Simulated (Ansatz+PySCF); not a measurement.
Results of a calculation; reference values are marked as such.
Input for PySCF 2.14.0:

```python
from pyscf import gto, scf, mp

mol = gto.M(atom="""
H 0.000000 -1.252620 -1.340630
C 0.000000 -0.170170 -1.271850
C 0.000000 0.490090 0.000000
C 0.000000 -0.170170 1.271850
H 0.000000 0.388560 2.198940
H 0.000000 0.388560 -2.198940
H 0.000000 1.578360 0.000000
H 0.000000 -1.252620 1.340630
""", basis='cc-pvtz', charge=0, spin=1)
mf = scf.UHF(mol)
mf.kernel()
pt = mp.MP2(mf, frozen=3).run()
print(mf.e_tot, pt.e_corr, pt.e_tot)
```

The script is written out from the run's settings.

Results

```yaml
Converged: yes
Reference_energy: -116.50761 hartree
Correlation_energy: -0.45390 hartree
Total_energy: -116.96151 hartree
Spin_squared_of_the_determinant: 1.009
```

Caution: the unrestricted determinant is spin contaminated.
